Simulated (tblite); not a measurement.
Run record: molecular-dynamics run, pyruvamide, `C(=O)(N)C(=O)C`.

Computed with GFN2-xTB (tblite), gas phase: Langevin dynamics at 200 K from the optimised GFN2-xTB geometry, time step 0.5 fs, friction 0.01 fs⁻¹, 2000 steps. The input is one job of a driver script: a line of settings, then coordinates in Å. «temperature» is in K, «steps» counts time steps and «every» is the stride of the printed frames; «frames» go on to single points.

Command:
```bash
OMP_NUM_THREADS=1 python probes_run.py task.json out
```

Input:
```
{"job": {"kind": "md", "xc": "GFN2-xTB", "basis": "xTB", "temperature": 200, "steps": 2000, "every": 50, "frames": 5}, "charge": 0, "multiplicity": 1}
C     -1.636518    -0.471118     0.200852
C     -0.202164    -0.255062     0.543013
O      0.317032    -0.529710     1.598641
C      0.630665     0.374894    -0.591189
N      1.911719     0.546446    -0.227241
O      0.160160     0.668606    -1.668200
H     -2.174552    -0.914945     1.033550
H     -1.695028    -1.110796    -0.678210
H     -2.078975     0.484228    -0.076480
H      2.190335     0.263347     0.699522
H      2.582750     0.946780    -0.860222
```

Output:
```
t/fs     T/K      E/eV
    0.0   175.5   -544.49690
   25.0   140.7   -544.34784
   50.0   119.7   -544.28815
   75.0   111.1   -544.30327
  100.0   150.2   -544.35883
  125.0   169.1   -544.39337
  150.0   159.4   -544.34260
  175.0   131.8   -544.35244
  200.0   123.9   -544.33413
  225.0   101.4   -544.31462
  250.0   197.7   -544.28937
  275.0   150.9   -544.27710
  300.0   156.2   -544.21753
  325.0   236.8   -544.34893
  350.0   273.7   -544.26189
  375.0   206.7   -544.16841
  400.0   238.8   -544.11988
  425.0   225.2   -544.18235
  450.0   283.5   -544.25548
  475.0   219.5   -544.19176
  500.0   203.3   -544.18060
  525.0   179.5   -544.21119
  550.0   199.8   -544.33806
  575.0   206.8   -544.34856
  600.0   176.8   -544.34456
  625.0   183.3   -544.30886
  650.0   170.0   -544.29840
  675.0   209.3   -544.25909
  700.0   164.5   -544.35824
  725.0   177.7   -544.34831
  750.0   187.6   -544.35952
  775.0   177.6   -544.29521
  800.0   224.0   -544.30006
  825.0   158.6   -544.24936
  850.0   201.7   -544.29583
  875.0   181.9   -544.28576
  900.0   172.6   -544.28550
  925.0   198.3   -544.28494
  950.0   178.9   -544.27551
  975.0   157.0   -544.25821
 1000.0   178.3   -544.21383
```

E is the potential energy; T comes from the kinetic energy over all 3N coordinates.

Question: Sum up the printed frames.

Answer: 41 frames over 1000 fs. T runs from 101 K (225 fs) to 284 K (450 fs), with a mean of 182 K over all frames and 185 K from 500 fs on. E starts at -544.497 eV, peaks 0.377 eV above that at 400 fs, and averages 0.206 eV above it from 500 fs on.

Question: Give the last frame.

Answer: 0.86 Å rms from the start after alignment:
```
atom  x, y, z in Å
C1     -1.633   -0.934   -0.918
C2     -0.514   -0.789    0.067
O3     -0.518   -1.133    1.229
C4      0.757   -0.302   -0.690
N5      1.887   -0.228    0.072
O6      0.718    0.132   -1.854
H7     -1.814    0.024   -1.274
H8     -2.543   -1.375   -0.513
H9     -1.318   -1.496   -1.811
H10     1.708   -0.504    1.006
H11     2.755    0.071   -0.279
```

Question: Estimate the wall time. Hardware: one thread, Arm Neoverse V1 (aarch64), on a shared host. And the peak memory of the process?

Answer: About 6.5 s, with 0.18 GiB resident at the peak, the Python interpreter and its libraries included.
